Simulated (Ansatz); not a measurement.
Two isomers of C5H10O2: A = `CC(C)(C)OC=O`, B = `CC1OCCCO1`.

Isolated molecules relaxed with PBE0-D4/def2-TZVP in Ansatz; ΔE leaves out vibrations. CCSD(T)/CBS is the MP2 limit (def2-TZVPP, def2-QZVPP) plus CCSD(T) − MP2 in def2-TZVPP, frozen cores. Functionals use def2-TZVPP. B3LYP here is the variant with VWN-RPA as its local correlation; programs differ in this. Each species was taken in one conformer, which may not be the lowest.

A:

```xyz
17

C    -1.517   -0.319   -0.806
C    -0.218    0.012   -0.098
C     0.552    1.077   -0.860
C    -0.478    0.412    1.344
O     0.511   -1.256   -0.140
C     1.720   -1.375    0.389
O     2.366   -0.533    0.945
H    -2.158    0.564   -0.839
H    -1.325   -0.647   -1.829
H    -2.049   -1.115   -0.281
H     1.484    1.331   -0.357
H    -0.061    1.977   -0.936
H     0.776    0.733   -1.872
H     0.446    0.661    1.861
H    -1.135    1.285    1.361
H    -0.979   -0.398    1.879
H     2.065   -2.410    0.238
```

B:

Z-matrix (Å, degrees):
```
C
C 1 1.520
H 1 1.091 2 109.3
H 1 1.090 2 113.0 3 -120.5
H 1 1.091 2 109.3 3 119.0
O 2 1.405 1 112.7 3 56.5
O 2 1.405 1 112.7 3 -175.4
H 2 1.092 1 109.3 3 -59.5
C 6 1.413 2 113.8 1 72.9
C 7 1.413 2 113.8 1 -72.9
C 9 1.516 6 110.4 2 55.3
H 9 1.091 6 106.0 2 176.5
H 9 1.100 6 110.8 2 -67.2
H 10 1.100 7 110.8 2 67.2
H 10 1.091 7 105.9 2 -176.5
H 11 1.094 9 110.6 6 -174.6
H 11 1.094 9 109.4 6 66.2
```

Q: Which isomer does CCSD(T)/CBS put lower? Give the gap. (An estimate is asked.)

A: Ansatz gave: A, by 19.5 kcal/mol.

Q: Give E(B) − E(A) in kcal/mol with B3LYP, B3LYP-D4, CCSD(T)/def2-TZVPP, HF/def2-TZVPP, ωB97M-V, MP2/def2-TZVPP, r2SCAN-D4. (Estimate.)

A: Ansatz gave: B3LYP 21.7, B3LYP-D4 21.4, CCSD(T)/def2-TZVPP 19.7, HF/def2-TZVPP 19.7, ωB97M-V 19.4, MP2/def2-TZVPP 21.1, r2SCAN-D4 21.2. None reverses the order clearly.

Largest T1 diagnostic: 0.013.

From PBE to PBE0 (25 % exact exchange), in def2-TZVPP and without D4, E(B) − E(A) moves by −3.4 kcal/mol.
